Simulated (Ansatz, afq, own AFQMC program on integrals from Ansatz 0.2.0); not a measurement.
**Atomization energy of AlH$_{2}$O, doublet**

```xyz
4

Al    0.0000   -0.0790    0.6344
O     0.0000    0.0002   -1.0633
H     0.0000    1.3020    1.4673
H     0.0000    0.8101   -1.5729
```

Connectivity, by distances: AlH–OH.

Atoms in their ground-state spins without spin–orbit coupling (mostly on UHF) minus the molecule (UHF), without zero-point energy. The geometry is a stationary point, not shown to be a minimum.

Basis cc-pVDZ. Noble-gas cores (and the filled d shells of Ga–Kr and In–Xe) are frozen. Ansatz 0.2.0 and our own AFQMC program on the same integrals; the CISD trial comes from CCSD amplitudes, and released means the phaseless constraint is let go. Uncertainties: one standard error, sampling alone. The errors of all members are added in quadrature.

No full CI on the walks' own integrals is used here; CCSDT(Q) serves as the reference and is uncertain by about the last step of the cluster series. Each member takes its own surest rung, up to full CI.

The best estimate is CCSD(T) at the basis-set limit (CBS: def2-TZVPP and def2-QZVPP, with their diffuse functions for anions and beside diffuse sets, CCSD(T) itself extrapolated) plus the step from CCSD(T) to CCSDT(Q) in cc-pVDZ. Rows without CBS are in cc-pVDZ, the functionals in def2-TZVP; B2PLYP and the wave-function rows carry a basis error of their own. Core correlation and relativity beyond core potentials are missing, and ± holds the sampling alone.

Cautions: other spins of the molecule weren't checked.

Best estimate: 278.6 kcal/mol.

| level | atomization energy (kcal/mol) | error against the best estimate (kcal/mol) |
| --- | --- | --- |
| HF | 183.3 | -95.4 |
| MP2 | 250.4 | -28.2 |
| CCSD | 240.2 | -38.4 |
| CCSD(T) | 242.6 | -36.0 |
| ph-AFQMC/CISD | 243.0 ± 0.3 | -35.6 ± 0.3 |
| released AFQMC | 243.1 ± 0.4 | -35.5 ± 0.4 |
| HF/CBS | 198.3 | -80.3 |
| MP2/CBS | 286.3 | 7.7 |
| CCSD(T)/CBS | 278.2 | -0.4 |
| PBE | 276.2 | -2.4 |
| r2SCAN | 278.1 | -0.5 |
| PBE0 | 269.3 | -9.3 |
| B3LYP | 272.6 | -6.1 |
| wB97M-V | 273.7 | -5.0 |
| B2PLYP | 271.3 | -7.4 |
| surest rungs in cc-pVDZ | 243.0 | -35.6 |

Correlation beyond CCSD(T) adds 0.4 kcal/mol. Going to the basis-set limit adds 35.6 kcal/mol at CCSD(T). The perturbative (T) step is worth +2.4 kcal/mol. The functionals spread over 8.8 kcal/mol; r2SCAN comes nearest and PBE0 is 9.3 kcal/mol too low.

Best estimates are given only where the step beyond CCSD(T) is under 0.3 eV and no member's determinant is very poor (T1 over 0.05, or 0.07 for open shells, ⟨S²⟩ too high by 0.3, two states mixed), so the hardest cases are missing from such tables.

The functionals ran in a triple-zeta set and keep a basis error of their own, a few kJ/mol for each bond in atomization energies and more for double hybrids, so close places among them and the extrapolated levels can swap.

Each member of a difference takes its own highest rung, so a best estimate needn't equal the limit plus the step of one row. A walk keeps the symmetry of its determinant, which the program's search chose and which needn't be the lowest solution, so a lower state of the same spin and another symmetry isn't excluded. Released energies are given only where the last usable release times agree within the noise; a slower fall can still hide under it.
